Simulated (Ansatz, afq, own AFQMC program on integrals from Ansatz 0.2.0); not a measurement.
Two steps: Ansatz 0.2.0 writes the Fock matrix and Cholesky factors of the valence space, and afq projects on them the lowest state that overlaps trial and start.

```yaml
crystal:
  periodic: [false, false, false]
  atoms:
    - {symbol: Si, position_ang: [0.000000, 0.000000, 0.000000]}
    - {symbol: Al, position_ang: [0.000000, 0.000000, 3.079000]}
basis:
  gaussian: {orbitals: cc-pVDZ}
total_charge: 1
magnetization: {spin_polarized: false}
correlation: {method: ccsd_t, electrons: outside_noble_gas, hamiltonian_folder: ham}
```

```sh
$ ansatz run in.yaml --threads 1 --pin off --events-out ev --progress --plain --max-ram 1843MiB
```

Options of the walk:

```
--method free --trial cisd --walkers 190 --time-step 0.03 --max-blocks 80 --target-error 0.00029 --factor-cut 1e-05 --seed 3645 --times 0,0.3,0.6,1.2,1.8,2.4,3.6,4.8,6 --taylor-order 8
```

Times are imaginary, in 1/Eh. The walk had a cap of 523 s.

afq prints:

```
orbitals 26  electrons 3 3  factors 168 of 367
reference energy -530.49993582 Eh
CCSD correlation -0.12546606 Eh in 15 cycles, weight of the determinant in the CISD state 0.8390
repeat  energy at the last time / Eh  error
    10  -530.630309  0.000971
    20  -530.629891  0.000517
    30  -530.630117  0.000400
    40  -530.629942  0.000357
    50  -530.629985  0.000293
time / (1/Eh)  energy / Eh  error  mean overlap
  0.00  -530.625547  0.000121  1.1917
  0.30  -530.626969  0.000105  1.1925
  0.60  -530.627886  0.000121  1.1942
  1.20  -530.628794  0.000126  1.1953
  1.80  -530.629290  0.000160  1.1956
  2.40  -530.629509  0.000159  1.1970
  3.60  -530.629786  0.000152  1.2168
  4.80  -530.629803  0.000215  1.2351
  6.00  -530.629972  0.000287  1.2555
energy -530.629972 +/- 0.000287 Eh
```

The run passed its tests (error under three times the target), which doesn't prove that it has relaxed.

Against this walk (error 7.8 meV) on the same determinant: CCSD(T) 36.5 meV higher, CCSDT(Q) 3.5 meV lower (within the noise), CCSDTQ 8.7 meV lower (within the noise), full CI 9.4 meV lower (within the noise). The error is statistical, and a free projection of finite length keeps a remainder of its start. The last points still move (meV from the last: 19 ± 4 at 1.80, 13 ± 4 at 2.40, 5 ± 4 at 3.60, 5 ± 6 at 4.80, 0 ± 8 at 6.00), but the last one has reached full CI within the noise or passed it, so little can be left to fall.

Cautions: remainder of the start not in the error; higher spins were not checked; restricted determinant unstable towards unrestricted (UHF 835 meV lower, ⟨S²⟩ 1.09); CCSDTQ on the UHF determinant differs (513 meV lower), perhaps since the unrestricted series falls towards higher spin.

The walk took 91 s on 1 thread of Arm Neoverse V1, with other jobs on the host. The log's last line is the free-projection energy.

CCSDT and higher add their correlation energy to the determinant of the CCSD(T) run, since their own runs factorise the integrals more tightly (a shift of under 2 meV). A walk keeps the symmetry of its determinant, which the program's search chose and which needn't be the lowest solution, so a lower state of the same spin and another symmetry isn't excluded.
